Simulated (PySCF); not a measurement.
Choosing a molecule for a target property.

Each SMILES stands for a single optimised conformer of the isolated species, non-relativistic unless stated; the electronic structure was computed with PySCF and density fitting.

The conformers computed, where there is a choice (atom-mapped SMILES and torsion angles):
- `[CH2:1]=[CH:2][c:3]1[c:4]([CH3:5])[c:6]([CH3:7])[cH:8][p:9]1[CH3:10]`: C1–C2–C3–C4 -167°
- `[CH2:1]=[C:2]([CH3:3])/[CH:4]=[CH:5]\[c:6]1[cH:7][cH:8][cH:9][cH:10][n:11]1`: C1–C2–C4–C5 -160°, C4–C5–C6–C7 52°
- `[O:1]=[C:2]=[C:3]([Cl:4])[CH2:5][Cl:6]`: C2–C3–C5–Cl6 91°
- `[CH3:1][O:2][SiH2:3][C@H:4]([SiH3:5])[SiH2:6][SiH3:7]`: C1–O2–Si3–C4 177°, O2–Si3–C4–Si5 174°, Si3–C4–Si6–Si7 -59°

Question: Wanted: HOMO–LUMO gap between 5 eV and 6 eV (PBE0/pcSseg-1) and dipole moment above 1 D (PBE0/pcSseg-1), at GFN2-xTB geometries. Which candidate meets both?
A. `C=C(C)/C=C\c1ccccn1`
B. `[C-]#[O+]`
C. `Cc1cp(c(c1C)C=C)C`
D. `C=C(F)C#CCC`

Answer: A. Computed values:
```csv
species,HOMO–LUMO gap,dipole moment
Cc1cp(c(c1C)C=C)C,4.60 eV,1.75 D
C=C(C)/C=C\c1ccccn1,5.16 eV,2.16 D
C=C(F)C#CCC,6.25 eV,2.53 D
[C-]#[O+],10.12 eV,0.04 D
```

Question: Wanted: HOMO energy between -7.1 eV and -6.2 eV (PBE0/pcSseg-1) and smallest rotational constant above 0.8 GHz (GFN2-xTB), at GFN2-xTB geometries. Which candidate meets both?
A. `[C-]#[O+]`
B. `CO[SiH2][C@H]([SiH3])[SiH2][SiH3]`
C. `O=C=C(Cl)CCl`
D. `c1cnc(/C=C\C(C)=C)cc1`
E. `C=C(F)C#CCC`
F. `C=Cc1c(C)c(C)cp1C`

Answer: E. Computed values:
| species | HOMO energy | smallest rotational constant |
| --- | --- | --- |
| [C-]#[O+] | -10.69 eV | 58.001 GHz |
| CO[SiH2][C@H]([SiH3])[SiH2][SiH3] | -8.10 eV | 0.563 GHz |
| O=C=C(Cl)CCl | -7.26 eV | 1.114 GHz |
| C=C(F)C#CCC | -6.96 eV | 0.967 GHz |
| c1cnc(/C=C\C(C)=C)cc1 | -6.57 eV | 0.630 GHz |
| C=Cc1c(C)c(C)cp1C | -5.93 eV | 0.694 GHz |
